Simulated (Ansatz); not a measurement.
# singlet CH5OSi+: levels of theory compared

Aim: a comparison of 6 runs (HF/STO-3G, B3LYP/6-31G*, B3LYP/def2-SVPD, BLYP/def2-SVPD, revPBE/def2-SVPD, wB97X/def2-SVPD) of singlet CH5OSi+. 

Program for the calculation: Ansatz 0.2.0.

54 further runs of the same task are left out: 54 set aside as unsound or not needed.

**1. The molecule**

The species is CH5OSi+ (8 atoms), meant as a singlet with charge +1. SMILES of the parent species: `[CH2][SiH2]O`. The coordinates come from a PBE0-D4/def2-TZVP relaxation. This is one conformer, not always the lowest. That shape belongs to the parent species and isn't relaxed for this state.

Bond lengths: C1–Si2 1.840 Å, Si2–O3 1.650 Å, C1–H4 1.086 Å, C1–H5 1.087 Å, Si2–H6 1.485 Å, Si2–H7 1.490 Å, O3–H8 0.958 Å. Angles: C1–Si2–O3 112.2°, C1–Si2–H6 111.4°, C1–Si2–H7 108.0°, O3–Si2–H6 104.2°, O3–Si2–H7 111.6°, Si2–C1–H4 122.8°, Si2–C1–H5 122.5°, Si2–O3–H8 117.1°, H6–Si2–H7 109.4°, H4–C1–H5 114.6°.

**2. The energy at HF/STO-3G (run 1)**

job.yaml

```yaml
crystal:
  periodic: [false, false, false]
  atoms:
    - {symbol: C, position_ang: [-0.861500, 0.517800, -0.791400]}
    - {symbol: Si, position_ang: [0.654000, -0.005200, 0.111100]}
    - {symbol: O, position_ang: [0.302800, -0.724400, 1.554400]}
    - {symbol: H, position_ang: [-0.970800, 0.416800, -1.867000]}
    - {symbol: H, position_ang: [-1.703100, 0.991500, -0.293300]}
    - {symbol: H, position_ang: [1.495600, 1.161100, 0.480600]}
    - {symbol: H, position_ang: [1.431000, -0.912300, -0.779800]}
    - {symbol: H, position_ang: [-0.255800, -1.502300, 1.529400]}
basis:
  gaussian: {orbitals: STO-3G}
total_charge: 1
hamiltonian: {xc: hf}
accuracy: high
output: {orbitals: {seedname: orbitals}}
```

Command:

```console
$ ansatz run job.yaml --threads 1 --pin off --max-ram 3480MiB --events-out events.jsonl --progress --plain --runs-dir runs
```

Log:

```text
Warning: RAYON_NUM_THREADS=1 ignored (pool sized by the plan → 1); use --threads N
Functional definition: HF
  name "HF"
  exchange = exact_x
  correlation = 0
464 factors; integrals over basis functions are off by at most 4.5e-9 eV
mean field evaluation 1: about -10865.5139 eV, gradient 3.3e1 eV
mean field evaluation 2: about -10865.5545 eV, gradient 3.3e1 eV
mean field evaluation 4: about -10869.5850 eV, gradient 2.3e0 eV
mean field evaluation 8: about -10869.6208 eV, gradient 4.3e-2 eV
mean field -10869.62086978 eV, -399.4511992707 hartree, gradient 1.8e-8 eV, S^2 0.000000; 0 other end points of the search recorded, 0 dependent functions left out
reference -10869.62086978 eV, -399.4511992707 hartree; 16, 16 occupied and 8, 8 virtual orbitals, 464 factors
Total energy: -10869.62086978 eV, -399.4511992707 hartree
```

Run time: 0.24 s. Hardware: 1 thread of AMD EPYC 7R43 (Zen 3), shared host.

**3. The energy at B3LYP/6-31G(d) (spherical functions) (run 2)**

molecule.yaml

```yaml
crystal:
  periodic: [false, false, false]
  atoms:
    - symbol: C
      position_ang: [-0.861500, 0.517800, -0.791400]
    - symbol: Si
      position_ang: [0.654000, -0.005200, 0.111100]
    - symbol: O
      position_ang: [0.302800, -0.724400, 1.554400]
    - symbol: H
      position_ang: [-0.970800, 0.416800, -1.867000]
    - symbol: H
      position_ang: [-1.703100, 0.991500, -0.293300]
    - symbol: H
      position_ang: [1.495600, 1.161100, 0.480600]
    - symbol: H
      position_ang: [1.431000, -0.912300, -0.779800]
    - symbol: H
      position_ang: [-0.255800, -1.502300, 1.529400]
basis:
  gaussian:
    orbitals: 6-31G_st_-spherical.json
accuracy: high
total_charge: 1
hamiltonian:
  xc: {name: B3LYP}
output: {orbitals: {seedname: orbitals}}
```

The basis set 6-31G* is read from a file made from the Basis Set Exchange's data (not shown).

Command:

```console
$ ansatz run molecule.yaml --threads 1 --pin off --max-ram 3480MiB --events-out events.jsonl --progress --plain --runs-dir runs
```

Log:

```text
Warning: RAYON_NUM_THREADS=1 ignored (pool sized by the plan → 1); use --threads N
Functional definition: B3LYP
  name "B3LYP"
  parameter a0 = 0.2
  parameter ax = 0.72
  parameter ac = 0.81
  exchange = (1 - a0 - ax)*slater_x + ax*b88_x + a0*exact_x
  correlation = (1 - ac)*vwn_rpa_c + ac*lyp_c
1281 factors; integrals over basis functions are off by at most 4.0e-9 eV
mean field evaluation 1: about -11021.3831 eV, gradient 7.9e1 eV
mean field evaluation 2: about -10942.6715 eV, gradient 1.7e2 eV
mean field evaluation 4: about -11032.2674 eV, gradient 1.6e1 eV
mean field evaluation 8: about -11033.0439 eV, gradient 8.5e-1 eV
mean field evaluation 16: about -11033.0463 eV, gradient 9.6e-5 eV
mean field -11033.04629117 eV, -405.4569727331 hartree, gradient 1.4e-8 eV, S^2 0.000000; 0 other end points of the search recorded, 0 dependent functions left out
reference -11033.04632675 eV, -405.4569740407 hartree; 16, 16 occupied and 40, 40 virtual orbitals, 1281 factors
Total energy: -11033.04632675 eV, -405.4569740407 hartree
```

Wall time 3.9 s (1 thread of AMD EPYC 7R43 (Zen 3), shared host); peak memory 0.17 GiB.

Runs 3 to 4 aren't shown in full; the table further down has their settings and results.

**4. The energy at revPBE/def2-SVPD (run 5)**

input.yaml

```yaml
crystal:
  periodic: [false, false, false]
  atoms:
    - symbol: C
      position_ang: [-0.861500, 0.517800, -0.791400]
    - symbol: Si
      position_ang: [0.654000, -0.005200, 0.111100]
    - symbol: O
      position_ang: [0.302800, -0.724400, 1.554400]
    - symbol: H
      position_ang: [-0.970800, 0.416800, -1.867000]
    - symbol: H
      position_ang: [-1.703100, 0.991500, -0.293300]
    - symbol: H
      position_ang: [1.495600, 1.161100, 0.480600]
    - symbol: H
      position_ang: [1.431000, -0.912300, -0.779800]
    - symbol: H
      position_ang: [-0.255800, -1.502300, 1.529400]
basis:
  gaussian:
    orbitals: def2-SVPD
output: {orbitals: {seedname: orbitals}}
total_charge: 1
accuracy: high
hamiltonian:
  xc: {name: revPBE}
```

Command:

```console
$ ansatz run input.yaml --threads 1 --pin off --max-ram 3480MiB --events-out events.jsonl --progress --plain --runs-dir runs
```

Log:

```text
Warning: RAYON_NUM_THREADS=1 ignored (pool sized by the plan → 1); use --threads N
Functional definition: revPBE
  name "revPBE"
  parameter kappa = 1.245
  parameter beta = 0.06672455060314922
  exchange = pbe_x(kappa = kappa, mu = beta*pi^2/3)
  correlation = pbe_c(beta = beta)
2124 factors; integrals over basis functions are off by at most 3.5e-9 eV
mean field evaluation 1: about -11010.3257 eV, gradient 9.1e1 eV
mean field evaluation 2: about -10887.8552 eV, gradient 2.0e2 eV
mean field evaluation 4: about -11006.4654 eV, gradient 6.9e1 eV
mean field evaluation 8: about -11026.0062 eV, gradient 6.0e-1 eV
mean field evaluation 16: about -11026.0026 eV, gradient 5.8e-5 eV
mean field -11026.00257718 eV, -405.1981210185 hartree, gradient 6.6e-8 eV, S^2 0.000000; 1 other end points of the search recorded, 0 dependent functions left out
reference -11026.00258297 eV, -405.1981212311 hartree; 16, 16 occupied and 91, 91 virtual orbitals, 2124 factors
Total energy: -11026.00258297 eV, -405.1981212311 hartree
```

Run time: 8.7 s. Hardware: 1 thread of AMD EPYC 7R43 (Zen 3), shared host; peak memory 0.29 GiB.

**5. A single-point energy at wB97X/def2-SVPD (run 6)**

molecule.yaml

```yaml
crystal:
  periodic: [false, false, false]
  atoms:
    - {symbol: C, position_ang: [-0.861500, 0.517800, -0.791400]}
    - {symbol: Si, position_ang: [0.654000, -0.005200, 0.111100]}
    - {symbol: O, position_ang: [0.302800, -0.724400, 1.554400]}
    - {symbol: H, position_ang: [-0.970800, 0.416800, -1.867000]}
    - {symbol: H, position_ang: [-1.703100, 0.991500, -0.293300]}
    - {symbol: H, position_ang: [1.495600, 1.161100, 0.480600]}
    - {symbol: H, position_ang: [1.431000, -0.912300, -0.779800]}
    - {symbol: H, position_ang: [-0.255800, -1.502300, 1.529400]}
basis:
  gaussian:
    orbitals: def2-SVPD
total_charge: 1
hamiltonian:
  xc: {name: wB97X}
accuracy: high
output:
  orbitals: {seedname: orbitals}
```

Command:

```console
$ ansatz run molecule.yaml --threads 1 --pin off --max-ram 3480MiB --events-out events.jsonl --progress --plain --runs-dir runs
```

Log (excerpt; [...] marks lines left out):

```text
Warning: RAYON_NUM_THREADS=1 ignored (pool sized by the plan → 1); use --threads N
Functional definition: wB97X
  name "wB97X"
[...]
      + exact_x_lr(omega)
[...]
      + integral(e_c_pw_opposite_spin*poly(b97_u_opposite, 1, cos1, cos2, cos3, cos4))
2124 factors; integrals over basis functions are off by at most 3.5e-9 eV
452 factors; integrals over basis functions are off by at most 2.4e-9 eV
[...]
mean field -11027.40256405 eV, -405.2495695870 hartree, gradient 8.8e-9 eV, S^2 0.000000; 0 other end points of the search recorded, 0 dependent functions left out
reference -11027.40255986 eV, -405.2495694328 hartree; 16, 16 occupied and 91, 91 virtual orbitals, 2124 factors
Total energy: -11027.40255986 eV, -405.2495694328 hartree
```

Wall time 35 s (1 thread of AMD EPYC 7R43 (Zen 3), shared host); peak memory 0.55 GiB.

**6. All runs side by side**

| run | level | energy (Eh) | HOMO energy (eV) | LUMO energy (eV) | HOMO–LUMO gap (eV) | wall time |
| --- | --- | --- | --- | --- | --- | --- |
| 1 | HF/STO-3G | -399.451199 | -15.38 | -5.22 | 10.16 | 0.24 s |
| 2 | B3LYP/6-31G* (spherical functions) | -405.456974 | -14.20 | -11.81 | 2.39 | 3.9 s |
| 3 | B3LYP/def2-SVPD | -405.314628 | -14.44 | -11.93 | 2.51 | 9.9 s |
| 4 | BLYP/def2-SVPD | -405.256746 | -13.28 | -12.36 | 0.93 | 9.6 s |
| 5 | revPBE/def2-SVPD | -405.198121 | -13.36 | -12.44 | 0.92 | 8.7 s |
| 6 | wB97X/def2-SVPD | -405.249569 | -16.93 | -9.44 | 7.49 | 35 s |

**7. What came out**

```
            quantity          value
 run 6: total energy  -405.24957 Eh
  run 6: HOMO energy      -16.93 eV
  run 6: LUMO energy       -9.44 eV
run 6: HOMO–LUMO gap        7.49 eV
```

The HOMO–LUMO gap runs from 0.92 eV (revPBE/def2-SVPD) to 10.16 eV (HF/STO-3G). The two ends differ in method and basis. Totals of different functionals can't be ranked against each other. In run 1 the basis is minimal, so the values are rough. All runs together took 67 s, the longest 35 s.
